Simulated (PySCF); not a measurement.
isobutyric acid: calculation and literature

Mapped SMILES: `[CH3:1][CH:2]([CH3:3])[C:4](=[O:5])[OH:6]` (H(Xn): hydrogen on atom n).

What is known from experiment: δ 13C C2 34.1; C1/C3 18.8; δ 1H H(C2) 2.56; H(C1)/H(C3) 1.21 ppm (measured; solution, not stated per compound (mostly CDCl3 or CCl4); Pretsch, Buehlmann, Badertscher, Structure Determination of Organic Compounds, 4th ed. (2009)).

PySCF calculation with σ from GIAO-B97-2/pcSseg-2 and PBE0-D3(BJ)/def2-TZVP structure; averaged over atoms made equivalent by symmetry, fast rotation or ring inversion, gas phase, non-relativistic, one conformer.

**Question.** Set the calculated values beside the experiment.

**Answer.** 
Reference values: measured (solution, not stated per compound (mostly CDCl3 or CCl4); Pretsch, Buehlmann, Badertscher, Structure Determination of Organic Compounds, 4th ed. (2009)).
```
      atoms  quantity  reference  computed  computed, scaled
         C2     δ 13C       34.1      37.1              33.7
      C1/C3     δ 13C       18.8      21.7              18.9
      H(C2)      δ 1H       2.56      2.61              2.59
H(C1)/H(C3)      δ 1H       1.21      1.18              1.25
```

Computed shifts are σ(ref) − σ with the named reference compound (TMS for H and C) calculated as an isolated molecule at the same level. The measured values may be among those fitted. Scaled to experiment by linear calibration (H and C: mostly CDCl3 data, vs TMS): 13C (scatter 2.0 ppm rms, 2.1 ppm with the 1 outlier that the fit left out); 1H (scatter 0.14 ppm rms, 0.16 ppm with the 4 outliers that the fit left out). Occasional misses reach two or three times the rms, and more in compound classes unlike the fitted ones. H not on carbon is unscaled (vs computed TMS).

**Question.** How far are the unscaled 13C shifts from the references?

**Answer.** Mean signed difference +2.95 ppm, mean absolute 2.95 ppm over 2 comparisons; the largest is +3.0 ppm at C2 (sp3 CH α to a carbonyl).

**Question.** How far are the unscaled 1H shifts from the references?

**Answer.** Mean signed difference +0.01 ppm, mean absolute 0.04 ppm over 2 comparisons; the largest is +0.05 ppm at H(C2) (hydrogen on an sp3 CH α to a carbonyl).

4 of the 5 published NMR values on file for this molecule are compared. The rest: values whose atom or origin is in doubt.
